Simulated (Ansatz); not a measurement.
The same path of C2H5NS (9 atoms, charge 0, multiplicity 1) was run twice with different band settings. Lost on the way: N3–H8. Made: S4–H8.

The calculation used RKS PBE0/6-31G* (Ansatz).

Relaxed end points:

```xyz
9
Properties=species:S:1:pos:R:3
C -0.647 0.844 -0.252
C 0.033 -0.499 -0.292
N 0.943 -0.703 0.671
S -0.321 -1.642 -1.436
H -0.514 1.346 -1.214
H -1.722 0.700 -0.111
H -0.270 1.496 0.544
H 1.432 -1.585 0.705
H 1.155 -0.004 1.367
```

```xyz
9
Properties=species:S:1:pos:R:3
C -0.650 0.862 -0.242
C 0.242 -0.306 0.082
N 1.090 -0.405 1.021
S 0.015 -1.674 -1.035
H -0.471 1.216 -1.262
H -1.705 0.572 -0.174
H -0.467 1.686 0.454
H 0.930 -2.455 -0.433
H 1.103 0.457 1.572
```

Common settings: movable images 7; climbing image yes; optimiser quadratic models (default); start path through a guess of the saddle point; force threshold 0.05 eV/Å; end points relaxed.

| run | spring | iteration limit |
| --- | --- | --- |
| 1 | 5.0 eV/Å² | 58 |
| 2 | 50.0 eV/Å² | 60 |

(1) What does each run give, and how far can it be trusted?

## Answers

(1) Run 1: converged after 7 iterations, highest image 1.749 eV above the first end. A vibrational analysis at the climbing image gives one clearly imaginary mode, 1708i cm⁻¹: a first-order saddle point.
Run 2: converged after 7 iterations, highest image 1.749 eV above the first end. Another band between the same ends (7 images) ends at a top of the same energy, where a vibrational analysis finds 1 clearly imaginary mode.
The orbitals stay closed-shell, which can raise the energy where a bond breaks towards radicals; this wasn't checked here.
